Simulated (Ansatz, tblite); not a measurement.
# The cluster PdBr₂: one state, many levels

Aim: run the singlet of the cluster PdBr₂ at one geometry on many levels, and compare frontier levels, spin and run time.

The runs use Ansatz 0.2.0, Gaussian basis; as each input shows.

The runs, in order: GFN1-xTB, GFN2-xTB, PBE-D4/def2-TZVP, r2SCAN-D4/def2-TZVP, HF/def2-TZVP, LDA/def2-TZVP, revPBE-D4/def2-TZVP, r2SCANh-D4/def2-TZVP, BHLYP-D4/def2-TZVP, PBE-D4/def2-SVP, PBE0-D4/def2-SVP, PBE0-D4/def2-TZVPD, PBE-D4/def2-TZVPD, r2SCAN-D4/def2-TZVPD, CCSD(T)/def2-TZVPP, MP2/def2-TZVP, RPA/def2-TZVP.

3 further runs of the same task are left out: 3 set aside as unsound or not needed.

### Step 1. The geometry

The singlet was relaxed beforehand with r2SCAN-D4/def2-TZVP. At that level it is the lowest of the isomers that a small search found.

3 atoms, charge 0, spin multiplicity 1.

Bond lengths: Pd1–Br2 2.300 Å, Pd1–Br3 2.300 Å. Angles: Br2–Pd1–Br3 97.4°.

As a file:

```mol
Br2Pd
  3D, bonds by distance, orders not assigned

  3  2  0  0  0  0  0  0  0  0999 V2000
   -0.4676    0.1618    0.8828 Pd  0  0
   -1.2982   -0.2837   -1.2157 Br  0  0
    1.7658    0.1218    0.3329 Br  0  0
  1  2  8  0
  1  3  8  0
M  END
```

Pd takes a core potential in the def2 sets. No spin-orbit coupling is included.

PBE0-D4/def2-TZVP was run before; its log isn't repeated, and its numbers join the tables.

### Step 2. GFN1-xTB

Tight binding, by tblite at 300 K electronic temperature and without a spin-polarisation term:

```python
tblite.interface.Calculator('GFN1-xTB', numbers, positions, charge=0, uhf=0).singlepoint()
```

Energy -332.6058 eV, HOMO -11.24 eV, LUMO -10.42 eV; 0.003 s.

### Step 3. GFN2-xTB

Tight binding, by tblite at 300 K electronic temperature and without a spin-polarisation term:

```python
tblite.interface.Calculator('GFN2-xTB', numbers, positions, charge=0, uhf=0).singlepoint()
```

Energy -346.7966 eV, HOMO -11.25 eV, LUMO -10.56 eV; 0.003 s.

### Step 4. PBE-D4/def2-TZVP

start.molden holds the orbitals of an earlier run on this state, given as this run's starting guess.

in.yaml reads:

```yaml
crystal:
  periodic: [false, false, false]
  atoms:
    - {symbol: Pd, position_ang: [-0.467619, 0.161846, 0.882798]}
    - {symbol: Br, position_ang: [-1.298203, -0.283666, -1.215738]}
    - {symbol: Br, position_ang: [1.765822, 0.121821, 0.332940]}
basis:
  gaussian: {orbitals: def2-TZVP, initial_orbitals: start.molden}
hamiltonian: {xc: pbe, dispersion: d4}
scf: {omitted_lower_state_checks: [starts]}
output: {forces: true, orbitals: {seedname: orbitals}}
```

Started as:

```
$ ansatz run in.yaml --threads 2 --pin off --events-out ev --progress --plain --max-ram 4352MiB
```

After this run come: r2SCAN-D4/def2-TZVP; HF/def2-TZVP; LDA/def2-TZVP; revPBE-D4/def2-TZVP; r2SCANh-D4/def2-TZVP; BHLYP-D4/def2-TZVP; PBE-D4/def2-SVP; PBE0-D4/def2-SVP; PBE0-D4/def2-TZVPD; PBE-D4/def2-TZVPD; r2SCAN-D4/def2-TZVPD; CCSD(T)/def2-TZVPP; MP2/def2-TZVP; RPA/def2-TZVP.

Q: Predict the results of all the runs planned. Wanted: gap in def2-TZVP, named functionals and Hartree-Fock, smallest and largest; correlation energy, CCSD(T)/def2-TZVPP; correlation energy, MP2/def2-TZVP; binding an atom, functionals in def2-TZVP; PBE0 total energy, smallest basis above largest.

The runs gave:

| quantity | value |
| --- | --- |
| gap in def2-TZVP, named functionals and Hartree-Fock, smallest and largest | 0.55 eV (LDA), 9.41 eV (HF) |
| correlation energy, CCSD(T)/def2-TZVPP | -33.88 eV |
| correlation energy, MP2/def2-TZVP | -28.72 eV |
| binding an atom, functionals in def2-TZVP | 1.32 (BHLYP-D4) to 2.20 eV (LDA) |
| PBE0 total energy, smallest basis above largest | 17.96 eV (def2-SVP, def2-TZVPD) |

What this shows: Over the named functionals and Hartree-Fock in def2-TZVP the gap runs from 0.55 eV (LDA) to 9.41 eV (HF); exact exchange widens it. Notes on CCSD(T)/def2-TZVPP and its Hartree-Fock reference, which MP2 shares: restricted state is unstable towards broken spin symmetry.
